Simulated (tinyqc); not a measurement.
RKS/exchange-only LDA in the sto-3g basis, for H2O, spin multiplicity 1, step by step. Computed by tinyqc, a small Python program that keeps every step (integrals from PySCF). Settings: charge = 0, multiplicity = 1, basis = sto-3g, energy threshold = 1e-09, iteration cap = 59, orthogonalisation = symmetric, start = Wolfsberg-Helmholz matrix, DIIS depth = 0, method = RKS, functional = Slater exchange alone, grid = [15, 50]. Command: `OMP_NUM_THREADS=1 python tinyqc.py 21731 21732 out.jsonl` (the two numbers bound the seeds that draw the settings). One thread of a shared host (Intel(R) Xeon(R) Processor @ 2.60GHz), about 0.5 s of CPU time with the checks.

Geometry (angstrom):
```
atom         x          y         z
O     0.000000   0.000000  0.000000
H     0.000000   0.764000  0.507000
H     0.000000  -0.764000  0.507000
```

Stop when the energy changes by less than 1e-09 hartree and every element of the error matrix X^T (F D S - S D F) X is below 9e-06.

Course of the cycle:
```
iteration   E (hartree)     change  largest element of the error matrix
1          -73.84825047          -                             3.68e-01
2          -73.99421867  -1.46e-01                             2.26e-01
3          -74.00910280  -1.49e-02                             2.01e-01
4          -74.01721902  -8.12e-03                             1.76e-01
5          -74.02586709  -8.65e-03                             1.60e-01
6          -74.03100749  -5.14e-03                             1.42e-01
7          -74.03630994  -5.30e-03                             1.29e-01
8          -74.03965430  -3.34e-03                             1.15e-01
9          -74.04299026  -3.34e-03                             1.04e-01
10         -74.04519885  -2.21e-03                             9.36e-02
11         -74.04733468  -2.14e-03                             8.50e-02
12         -74.04880567  -1.47e-03                             7.63e-02
13         -74.05018984  -1.38e-03                             6.92e-02
14         -74.05117426  -9.84e-04                             6.23e-02
...                 ...        ...                                  ...
46         -74.05585250  -1.67e-06                             2.51e-03
47         -74.05585387  -1.37e-06                             2.27e-03
48         -74.05585499  -1.12e-06                             2.06e-03
49         -74.05585591  -9.19e-07                             1.86e-03
50         -74.05585666  -7.49e-07                             1.68e-03
51         -74.05585727  -6.15e-07                             1.52e-03
52         -74.05585778  -5.02e-07                             1.38e-03
53         -74.05585819  -4.12e-07                             1.25e-03
54         -74.05585853  -3.36e-07                             1.13e-03
55         -74.05585880  -2.76e-07                             1.02e-03
56         -74.05585903  -2.25e-07                             9.22e-04
57         -74.05585921  -1.85e-07                             8.34e-04
58         -74.05585936  -1.51e-07                             7.55e-04
59         -74.05585948  -1.24e-07                             6.83e-04
```

Can the last value be used, and what does the course show?

Not by the stop rule, although the second column moves by less than 1e-06 over the last three steps. Not converged within the cap of 59 iterations: the residual falls steadily but slowly, by a factor of about 0.90 a step. Reruns (cap 100 unless said): DIIS 8: converged in 7; damping 0.5: converged in 29; level shift 0.5: converged in 14; atomic densities as start, DIIS 8: converged in 7; the original settings with a cap of 400: converged in 102. PySCF RKS in the same basis, fine grid = -74.03763038 hartree, which differs from a converged run on this coarse grid by the grid error.
